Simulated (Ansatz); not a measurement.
**How methods differ on PH3 (phosphine)**

PH3 has 4 atoms, charge 0, and is taken as a singlet. SMILES: `P`. The coordinates come from a PBE0-D4/def2-TZVP relaxation.

```jsonl
{"atom": "P", "x (Å)": "0.3460", "y (Å)": "-0.3265", "z (Å)": "-0.3328"}
{"atom": "H", "x (Å)": "0.6309", "y (Å)": "-0.0340", "z (Å)": "1.0270"}
{"atom": "H", "x (Å)": "-1.0055", "y (Å)": "-0.6630", "z (Å)": "-0.0572"}
{"atom": "H", "x (Å)": "0.0287", "y (Å)": "1.0235", "z (Å)": "-0.6369"}
```

Quantity: the energy change with the P1–H4 bond stretched from 1.420 to 2.840 Å, in eV. The values are calculated.

```tsv
level	kind	program	value (eV)	less CCSD(T)/6-31G	CPU time (all runs)
HF/6-31G (restricted)	Hartree–Fock	Ansatz	4.37	+1.81	0.28 s
BLYP/6-31G (restricted)	GGA	Ansatz	3.20	+0.64	1.5 s
r2SCAN/6-31G (restricted)	meta-GGA	Ansatz	3.57	+1.01	3.6 s
PBE0/6-31G (restricted)	global hybrid	Ansatz	3.74	+1.18	1.4 s
r2SCAN0/6-31G (restricted)	hybrid meta-GGA	Ansatz	3.87	+1.31	3.4 s
B2PLYP/6-31G (restricted)	double hybrid	Ansatz	3.54	+0.98	2.1 s
MP2/6-31G (restricted)	perturbation theory	Ansatz	3.56	+1.00	0.3 s
CCSD(T)/6-31G (restricted)	coupled cluster or CI	Ansatz	2.56	0.00	0.37 s
FCI/3-21G	exact in the basis	Ansatz	2.62	+0.06	6.2 s
```

Differences are taken from CCSD(T)/6-31G (restricted) for orientation; it has basis-set and higher-order errors of its own. Its T1 diagnostic reaches 0.038, a sign that one reference may not serve. At this stretch a single reference begins to fail. A spin-restricted reference rises too steeply as a bond breaks; here HF/6-31G, BLYP/6-31G, r2SCAN/6-31G, PBE0/6-31G, r2SCAN0/6-31G, B2PLYP/6-31G, MP2/6-31G lie well above the multireference or unrestricted value. The first shape isn't each level's own minimum. The values span 2.56 to 4.37 eV. All rows use very small basis sets, so none should be taken for the real molecule's value. In so small a basis fixed costs decide the times, and correlated methods can beat functionals. Times are those of the runs behind each value, whatever else they computed, on shared processors of several kinds: orders of magnitude only.
